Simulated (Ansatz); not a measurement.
# CH₅AlSi: how energies converge with the basis set

One table from this session's results is given with a row withheld; the runs are named, their logs left out.

Method: one geometry, several basis sets; program: Ansatz 0.2.0, Gaussian basis.

The runs, in order: PBE0-D4/def2-SVP; ωB97M-V/def2-SVP; PBE0-D4/def2-QZVPP; ωB97M-V/def2-QZVPP; the functionals' def2-TZVPP values are taken from earlier runs.

1 further run of the same task is left out (it didn't finish).

## Structure used throughout

The geometry comes from an earlier relaxation with PBE0-D4 in a triple-zeta def2 set; it is a stationary point, not always the lowest conformer.

SMILES `[CH2]1[AlH][SiH2]1`, 8 atoms, charge 0, spin multiplicity 1.

Atoms are counted from 1 here; the program's logs count them from 0.

Bond lengths: C1–Al2 1.951 Å, C1–Si3 1.924 Å, C1–H4 1.098 Å, C1–H5 1.089 Å, Al2–Si3 2.327 Å, Al2–H6 1.581 Å, Si3–H7 1.489 Å, Si3–H8 1.489 Å. Angles: Al2–C1–Si3 73.8°, Al2–C1–H4 109.8°, Al2–C1–H5 129.3°, Si3–C1–H4 111.0°, Si3–C1–H5 119.6°, H4–C1–H5 108.9°, C1–Al2–Si3 52.6°, C1–Al2–H6 142.0°, Si3–Al2–H6 165.4°, C1–Si3–Al2 53.6°, C1–Si3–H7 112.6°, C1–Si3–H8 117.3°, Al2–Si3–H7 118.3°, Al2–Si3–H8 130.9°, H7–Si3–H8 109.4°.

The first run:

in.yaml reads:

```yaml
crystal:
  periodic: [false, false, false]
  atoms:
    - {symbol: C, position_ang: [-0.415229, 0.290210, -0.762469]}
    - {symbol: Al, position_ang: [0.095773, 1.187750, 0.892544]}
    - {symbol: Si, position_ang: [0.453746, -1.040187, 0.322816]}
    - {symbol: H, position_ang: [-1.501896, 0.134429, -0.781059]}
    - {symbol: H, position_ang: [-0.066379, 0.467803, -1.779065]}
    - {symbol: H, position_ang: [0.058049, 2.596665, 1.608671]}
    - {symbol: H, position_ang: [1.790796, -1.426309, -0.207033]}
    - {symbol: H, position_ang: [-0.322662, -2.267559, 0.649694]}
basis:
  gaussian: {orbitals: def2-SVP}
hamiltonian: {xc: pbe0, dispersion: d4}
output: {orbitals: {seedname: orbitals}}
```

Started as:

```sh
ansatz run in.yaml --threads 2 --pin off --events-out ev --progress --plain --max-ram 4352MiB
```

Among the steps run: PBE0-D4 in def2-SVP; ωB97M-V in def2-SVP; PBE0-D4 in def2-QZVPP; ωB97M-V in def2-QZVPP.

One table of the session follows, with a row left open; its other results are not shown here.

It belongs to the step «Density functionals: the series». 

| functional | basis | HOMO (eV) | LUMO (eV) |
| --- | --- | --- | --- |
| PBE0-D4 | def2-SVP | -6.03 | -1.86 |
| PBE0-D4 | def2-TZVPP | -6.03 | -1.87 |
| PBE0-D4 | def2-QZVPP | -6.03 | -1.89 |
| ωB97M-V | def2-SVP | -7.95 | -0.12 |
| ωB97M-V | def2-TZVPP | -7.98 | -0.20 |
| ωB97M-V | def2-QZVPP | ? | ? |

**Question.** Estimate the row for ωB97M-V, def2-QZVPP.

**Answer.** HOMO (eV): -7.99; LUMO (eV): -0.31. In the column «HOMO (eV)» it is the lowest.
